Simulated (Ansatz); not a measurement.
Input for Ansatz (development build ahead of 0.2.0):

```yaml
crystal:
  periodic: [false, false, false]
  atoms:
    - { symbol: P, position_ang: [0.0, 0.0, 0.50677] }
    - { symbol: F, position_ang: [0.0, 3.32127, -1.38516] }
    - { symbol: F, position_ang: [1.19846, -0.69193, -0.28154] }
    - { symbol: F, position_ang: [-1.19846, -0.69193, -0.28154] }
basis:
  gaussian: { orbitals: pcseg-2 }
magnetization:
  spin_polarized: true
hamiltonian:
  xc: hf
```

The input is written out in the form of the current development build from the run's settings.

Output:

- Converged: yes
- Total energy: -639.15384 hartree
- Spin squared of the determinant: 1.028
- Stability test: minimum

Caution: the unrestricted determinant is a mixture of spin states.
